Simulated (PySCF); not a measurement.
Compound: CHCl₂F.
Structure used (PBE0-D3(BJ)/def2-SVP), in Å, numbered top down from 1:
```xyz
5
CHCl2F angstrom
F     -0.0050    1.1302   -0.7780
C      0.0078    0.0835    0.0473
Cl     1.5178   -0.8106   -0.1508
Cl    -1.3955   -0.9403   -0.2703
H     -0.0505    0.4262    1.0890
```

Computed with PySCF at CAM-B3LYP/def2-SVPD, non-relativistic, on one gas-phase PBE0-D3(BJ)/def2-SVP geometry that isn't relaxed in the solvent. The solvent is an IEF-PCM continuum (van der Waals radii × 1.2), and excitations are vertical TDDFT with non-equilibrium linear response and a frozen core. Only the electrostatic response of the medium enters.

Gas-phase singlets (H = HOMO, L = LUMO):

```
state  E (eV)  λ (nm)      f  leading configurations
   S1   7.182     173  0.015                 H→L 87%
   S2   7.436     167  0.003               H-1→L 84%
   S3   7.508     165  0.000   H-2→L 82%, H-1→L+1 9%
   S4   7.929     156  0.001    H-3→L 49%, H→L+1 36%
   S5   8.637     144  0.002    H→L+1 39%, H-3→L 27%
```

**Question.** What are the lowest 5 singlets in chloroform (ε = 4.711)?

**Answer.** 
```json
{"state": "S1", "E (eV)": "7.225", "λ (nm)": "172", "f": "0.021", "leading configurations": "H→L 88%", "change by rank (eV)": "+0.043"}
{"state": "S2", "E (eV)": "7.442", "λ (nm)": "167", "f": "0.004", "leading configurations": "H-1→L 85%", "change by rank (eV)": "+0.006"}
{"state": "S3", "E (eV)": "7.546", "λ (nm)": "164", "f": "0.000", "leading configurations": "H-2→L 83%, H-1→L+1 8%", "change by rank (eV)": "+0.038"}
{"state": "S4", "E (eV)": "7.983", "λ (nm)": "155", "f": "0.001", "leading configurations": "H-3→L 50%, H→L+1 35%", "change by rank (eV)": "+0.054"}
{"state": "S5", "E (eV)": "8.685", "λ (nm)": "143", "f": "0.004", "leading configurations": "H→L+1 39%, H-3→L 26%", "change by rank (eV)": "+0.048"}
```

**Question.** Give the list for dichloromethane (ε = 8.93), n² = 2.03.

**Answer.** 
```json
{"state": "S1", "E (eV)": "7.238", "λ (nm)": "171", "f": "0.021", "leading configurations": "H→L 88%", "change by rank (eV)": "+0.056"}
{"state": "S2", "E (eV)": "7.446", "λ (nm)": "167", "f": "0.004", "leading configurations": "H-1→L 85%", "change by rank (eV)": "+0.010"}
{"state": "S3", "E (eV)": "7.557", "λ (nm)": "164", "f": "0.000", "leading configurations": "H-2→L 83%, H-1→L+1 8%", "change by rank (eV)": "+0.049"}
{"state": "S4", "E (eV)": "7.998", "λ (nm)": "155", "f": "0.001", "leading configurations": "H-3→L 50%, H→L+1 35%", "change by rank (eV)": "+0.069"}
{"state": "S5", "E (eV)": "8.698", "λ (nm)": "143", "f": "0.004", "leading configurations": "H→L+1 39%, H-3→L 26%", "change by rank (eV)": "+0.061"}
```

**Question.** The ground-state energy changes by -0.105 eV from gas to dichloromethane. By how much does the total energy of gas-phase S1 change?

**Answer.** E(S1) = E(S0) + excitation energy, so it changes by -0.105 + 0.056 = -0.049 eV: it is lowered less than the ground state, which is what a blue shift means. This is the vertical state, with the slow part of the continuum still set for S0.

**Question.** How do the frontier levels move from gas to dichloromethane?

**Answer.** 
```json
{"orbital": "LUMO+2", "gas (eV)": "1.36", "solvent (eV)": "1.59", "change (eV)": "+0.23"}
{"orbital": "LUMO+1", "gas (eV)": "1.33", "solvent (eV)": "1.45", "change (eV)": "+0.12"}
{"orbital": "LUMO", "gas (eV)": "0.49", "solvent (eV)": "0.65", "change (eV)": "+0.16"}
{"orbital": "HOMO", "gas (eV)": "-10.66", "solvent (eV)": "-10.60", "change (eV)": "+0.06"}
{"orbital": "HOMO-1", "gas (eV)": "-11.00", "solvent (eV)": "-10.88", "change (eV)": "+0.12"}
{"orbital": "HOMO-2", "gas (eV)": "-11.12", "solvent (eV)": "-11.05", "change (eV)": "+0.07"}
{"orbital": "HOMO-3", "gas (eV)": "-11.75", "solvent (eV)": "-11.69", "change (eV)": "+0.06"}
```

The HOMO–LUMO gap goes from 11.15 to 11.24 eV.
